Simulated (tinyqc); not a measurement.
Hueckel theory of the pi electrons with the omega technique, for the molecule Oc1c[cH+]1 (SMILES; centres numbered as the heavy atoms are written), step by step. Computed by tinyqc, a small Python program that keeps every step. Settings: charge = 1, omega = 1.4, damping = 0.3. Command: `OMP_NUM_THREADS=1 python tinyqc.py 22230 22231 out.jsonl` (the two numbers bound the seeds that draw the settings). One thread of a shared host (Intel(R) Xeon(R) Processor @ 2.60GHz), about 0.01 s of CPU time with the checks.

## The Hueckel matrix

Centres:
```
centre  z_r, pi electrons of the neutral centre        h
1O                                            2  2.00000
2C                                            1  0.00000
3C                                            1  0.00000
4C                                            1  0.00000
```

Bonds:
```
i  j        k
1  2  0.80000
2  3        1
3  4        1
4  2        1
```

H_rr = alpha + h_r beta, H_rs = k_rs beta for bonded centres.

Hueckel matrix in units of beta (H = alpha + beta A):
```
         1O       2C       3C       4C
1O  2.00000  0.80000  0.00000  0.00000
2C  0.80000  0.00000  1.00000  1.00000
3C  0.00000  1.00000  0.00000  1.00000
4C  0.00000  1.00000  1.00000  0.00000
```

## Orbitals, round 1

pi electrons, sum of z_r less the charge = 4

Diagonalise; E = alpha + x beta with beta < 0, so the largest x are filled first; degenerate levels share their electrons. P = sum n_i c_ri c_si; each orbital has its largest coefficient positive (the first on a tie).

x values: 2.52632  1.61261  -1.00000  -1.13894

occupations: 2.00000  2.00000  0.00000  0.00000

coefficients:
```
        MO1       MO2       MO3       MO4
1O  0.74444   0.63448   0.00000  -0.20795
2C  0.48977  -0.30724   0.00000   0.81592
3C  0.32088  -0.50152   0.70711  -0.38146
4C  0.32088  -0.50152  -0.70711  -0.38146
```

charge and bond-order matrix P:
```
          1O       2C        3C        4C
1O   1.91351  0.33934  -0.15865  -0.15865
2C   0.33934  0.66854   0.62249   0.62249
3C  -0.15865  0.62249   0.70897   0.70897
4C  -0.15865  0.62249   0.70897   0.70897
```

## Omega technique, round 1

h_r = h_r(0) + omega q_r, omega = 1.4, with q_r = z_r - P_rr; 0.3 of the old diagonal is kept.

matrix after round 1:
```
         1O       2C       3C       4C
1O  2.08476  0.80000  0.00000  0.00000
2C  0.80000  0.32483  1.00000  1.00000
3C  0.00000  1.00000  0.28521  1.00000
4C  0.00000  1.00000  1.00000  0.28521
```

## Orbitals, round 2

As before.

x values: 2.72176  1.80979  -0.71479  -0.83676

occupations: 2.00000  2.00000  0.00000  0.00000

coefficients:
```
        MO1       MO2       MO3       MO4
1O  0.66689   0.71126   0.00000  -0.22217
2C  0.53102  -0.24446   0.00000   0.81133
3C  0.36965  -0.46602   0.70711  -0.38235
4C  0.36965  -0.46602  -0.70711  -0.38235
```

charge and bond-order matrix P:
```
          1O       2C        3C        4C
1O   1.90128  0.36050  -0.16989  -0.16989
2C   0.36050  0.68348   0.62042   0.62042
3C  -0.16989  0.62042   0.70762   0.70762
4C  -0.16989  0.62042   0.70762   0.70762
```

## Omega technique, round 2

As before.

matrix after round 2:
```
         1O       2C       3C       4C
1O  2.12217  0.80000  0.00000  0.00000
2C  0.80000  0.40764  1.00000  1.00000
3C  0.00000  1.00000  0.37210  1.00000
4C  0.00000  1.00000  1.00000  0.37210
```

## Convergence

Each round sets h_r = h_r(0) + omega (z_r - P_rr), keeping the share named as damping of the old diagonal; repeat until output and input diagonals agree to 1e-6.

Rounds:
```
round  sum n x  largest |h(out) - h(in)|
1      8.27787                  4.64e-01
2      9.06310                  1.24e-01
3      9.31388                  3.53e-02
4      9.39270                  1.03e-02
5      9.41715                  3.01e-03
6      9.42465                  8.88e-04
7      9.42694                  2.63e-04
8      9.42764                  7.83e-05
9      9.42785                  2.33e-05
10     9.42791                  6.97e-06
11     9.42793                  2.08e-06
12     9.42794                  6.24e-07
```

Converged in 12 rounds.

## Energy, charges, bond orders

final x values: 2.81535  1.89862  -0.59307  -0.72090

occupations: 2.00000  2.00000  0.00000  0.00000

final P:
```
          1O       2C        3C        4C
1O   1.89736  0.36753  -0.17273  -0.17273
2C   0.36753  0.68397   0.61848   0.61848
3C  -0.17273  0.61848   0.70934   0.70934
4C  -0.17273  0.61848   0.70934   0.70934
```

E = sum n x; q_r = z_r - P_rr; bond order p = P_rs; free valence = sqrt(3) - sum of p over the bonds of the atom.

pi energy = 4 alpha + this times beta = 9.42794

pi charges: 1O 0.10264, 2C 0.31603, 3C 0.29066, 4C 0.29066

Bond orders and lengths from R = 1.517 - 0.180 p (angstrom, C-C alone):
```
bond        p        R
1-2   0.36753        -
2-3   0.61848  1.40567
3-4   0.70934  1.38932
4-2   0.61848  1.40567
```

free valence of the carbons: 2C 0.12755, 3C 0.40423, 4C 0.40423

gap between the highest filled and the next level = 2.49169 |beta|
